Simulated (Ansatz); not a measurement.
Input file:

```yaml
crystal:
  periodic: [false, false, false]
  atoms:
    - {symbol: Ge, position_ang: [0.000000, -0.153216, 1.323318]}
    - {symbol: P, position_ang: [0.000000, 0.855685, -0.731683]}
    - {symbol: P, position_ang: [0.000000, -0.512012, -2.264712]}
    - {symbol: H, position_ang: [0.000000, 0.480978, -3.290095]}
basis:
  gaussian: {orbitals: cc-pVDZ}
magnetization: {spin_polarized: false, initial_magnetization: 3}
correlation: {method: sc_nevpt2, electrons: outside_noble_gas, active_space: {window: {electrons: 11, orbitals: 11}, shells: [{species: Ge, l: s, shell: 4}, {species: Ge, l: p, shell: 4}, {species: H, l: s, shell: 1}, {species: P, l: p, shell: 3}]}}
```

```sh
$ ansatz run in.yaml --threads 1 --pin off --events-out ev --progress --plain --max-ram 2393MiB
```

Output:

```
1334 factors; integrals over basis functions are off by at most 1.6e-7 eV
mean field evaluation 1: about -75029.2688 eV, gradient 8.8e0 eV
mean field evaluation 2: about -75029.3054 eV, gradient 8.9e0 eV
mean field evaluation 4: about -75030.1398 eV, gradient 3.0e0 eV
mean field evaluation 8: about -75030.2518 eV, gradient 5.3e-1 eV
mean field evaluation 16: about -75030.3001 eV, gradient 2.1e-5 eV
mean field evaluation 32: about -75029.8871 eV, gradient 3.0e-6 eV
mean field evaluation 64: about -75029.9304 eV, gradient 5.2e-1 eV
mean field evaluation 96: about -75030.2383 eV, gradient 4.8e-1 eV
mean field evaluation 128: about -75030.2985 eV, gradient 1.4e-1 eV
mean field evaluation 160: about -75030.2942 eV, gradient 2.4e-1 eV
mean field evaluation 192: about -75030.0998 eV, gradient 3.0e0 eV
mean field -75030.30008735 eV, -2757.3126708462 hartree, gradient 2.5e-6 eV, S^2 3.750000; 21 other end points of the search recorded, 0 dependent functions left out
reference -75030.30008735 eV, -2757.3126708462 hartree; 33, 30 occupied and 35, 38 virtual orbitals, 1334 factors
state -75032.63971367 eV, -2757.3986505276 hartree
state -75032.63971367 eV, -2757.3986505276 hartree; corrected -75038.31208274 eV, -2757.6071062458 hartree
Total energy: -75038.31208274 eV, -2757.6071062458 hartree
Checks for a lower state left out: starts, orbital_swaps
```

Natural occupations: 1.9749 1.9696 1.9422 1.9038 1.0213 0.9988 0.9893 0.1141 0.0334 0.0279 0.0247.

Ran on 1 thread of Arm Neoverse V1, shared host: 41 s wall, 0.3 GiB peak host memory.
